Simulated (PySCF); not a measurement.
**ORD: SMILES C(N)[C@H]1C[C@@H]1F, C4H8FN**

Molfile (atoms numbered from 1):
```
C4H8FN
     RDKit          3D

 14 14  0  0  0  0  0  0  0  0999 V2000
    1.7926    1.0150   -0.1584 N   0  0  0  0  0  0  0  0  0  0  0  0
    1.1118   -0.2670   -0.0488 C   0  0  0  0  0  0  0  0  0  0  0  0
   -0.2898   -0.0583    0.4768 C   0  0  1  0  0  0  0  0  0  0  0  0
   -1.3644    0.4943   -0.4226 C   0  0  0  0  0  0  0  0  0  0  0  0
   -1.4085   -0.9322    0.0115 C   0  0  2  0  0  0  0  0  0  0  0  0
   -2.3554   -1.3012    0.9241 F   0  0  0  0  0  0  0  0  0  0  0  0
    1.8408    1.4657    0.7494 H   0  0  0  0  0  0  0  0  0  0  0  0
    2.7411    0.8843   -0.4923 H   0  0  0  0  0  0  0  0  0  0  0  0
    1.0672   -0.6993   -1.0529 H   0  0  0  0  0  0  0  0  0  0  0  0
    1.6356   -0.9851    0.6076 H   0  0  0  0  0  0  0  0  0  0  0  0
   -0.3334    0.2510    1.5144 H   0  0  0  0  0  0  0  0  0  0  0  0
   -2.0844    1.1714    0.0084 H   0  0  0  0  0  0  0  0  0  0  0  0
   -1.1156    0.7016   -1.4506 H   0  0  0  0  0  0  0  0  0  0  0  0
   -1.2384   -1.7405   -0.6888 H   0  0  0  0  0  0  0  0  0  0  0  0
  1  2  1  0
  2  3  1  0
  3  4  1  0
  4  5  1  0
  5  6  1  0
  5  3  1  0
  1  7  1  0
  1  8  1  0
  2  9  1  0
  2 10  1  0
  3 11  1  1
  4 12  1  0
  4 13  1  0
  5 14  1  6
M  END
```

The calculation used PySCF, TDDFT CAM-B3LYP/def2-SVPD circular dichroism and optical rotation, one conformer, gas phase. Geometry: GFN2-xTB.

The molecule is flexible and this is one conformer; a measurement averages over conformers. States above about 8.5 eV (minus the energy of the highest occupied orbital) lie near or above the ionisation threshold and depend on the basis.

Stereocentres: C3 R, C5 S.

Question: What is the specific rotation at 633, 589.3, 546, 436, 405, 365, 355 nm?

Answer: [α] in deg dm⁻¹ (g/mL)⁻¹:
| λ (nm) | origin-invariant length gauge | modified velocity gauge | length gauge (centre of mass) | isotropic polarisability (au) |
| --- | --- | --- | --- | --- |
| 633 | +123.9 | +126.9 | +125.1 | 57.1 |
| 589.3 | +144.7 | +148.2 | +146.1 | 57.3 |
| 546 | +171.1 | +175.4 | +172.8 | 57.5 |
| 436 | +285.6 | +293.8 | +288.5 | 58.3 |
| 405 | +340.6 | +350.8 | +344.0 | 58.7 |
| 365 | +440.6 | +455.1 | +445.0 | 59.4 |
| 355 | +473.1 | +489.1 | +477.7 | 59.6 |

Question: And for the mirror image at 589.3 nm?

Answer: -144.7 deg dm⁻¹ (g/mL)⁻¹ (origin-invariant length gauge): the same size and the opposite sign.

Question: What is the molar rotation [Φ] = [α]·M/100 of the geometry above at 589.3 nm?

Answer: With M = 89.11 g/mol, +128.9 deg cm² dmol⁻¹ (origin-invariant length gauge).

The first excitation lies at 6.40 eV (194 nm) with R = +2.9 × 10⁻⁴⁰ esu² cm² (velocity form).
